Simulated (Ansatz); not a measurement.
Species: methanol, CH$_{4}$O, charge 0, multiplicity 1. SMILES: OC
Structure (B3LYP-D3(BJ)/def2-TZVP (Ansatz, a first-principles code) minimum search):
```xyz
6

C     -0.0525     0.6636    -0.0008
O     -0.0399    -0.7570     0.0018
H     -1.0978     0.9691     0.0075
H      0.8740    -1.0577    -0.0054
H      0.4365     1.0833     0.8854
H      0.4213     1.0799    -0.8968
```
Charge 0, spin multiplicity 1.

Wanted: vertical ionisation energy (to the doublet state of charge +1; each state is the SCF solution reached for its spin), in eV. Cores are frozen in the correlated levels unless marked. UHF or UKS for open shells. No spin-orbit coupling. No relativistic terms. Basis-set limits of correlation are two-point, X^-3; Hartree-Fock from the larger set. [CCSD(T)-MP2]/basis is that difference in the basis named.

Measured: 10.96 eV (CCCBDB table in ASE); it holds spin-orbit and relativistic effects, which these rows lack, and core correlation, which the frozen-core levels lack. This is an older compilation, not checked against later work.

```csv
level,program,vertical ionisation energy (eV),error against measurement
HF/def2-SVPD,Ansatz,9.80,-1.16
HF/aug-cc-pVTZ,Ansatz,9.68,-1.28
SVWN5/def2-TZVPD,Ansatz,10.89,-0.07
r2SCAN/def2-TZVPD,Ansatz,10.71,-0.25
CAM-B3LYP/def2-TZVPD,Ansatz,10.99,0.03
MP2/def2-TZVPPD,Ansatz,11.39,0.43
"RI-MP2/CBS(def2-TZVPPD,def2-QZVPPD)",Ansatz,11.53,0.57
CCSD(T)/def2-TZVPPD,Ansatz,11.04,0.08
"RI-MP2/CBS(aug-cc-pVTZ,aug-cc-pVQZ)+[CCSD(T)-MP2]/aug-cc-pVDZ",Ansatz,11.20,0.24
"RI-MP2/CBS(aug-cc-pVTZ,aug-cc-pVQZ)+[CCSD(T)-MP2]/aug-cc-pVTZ",Ansatz,11.19,0.23
```
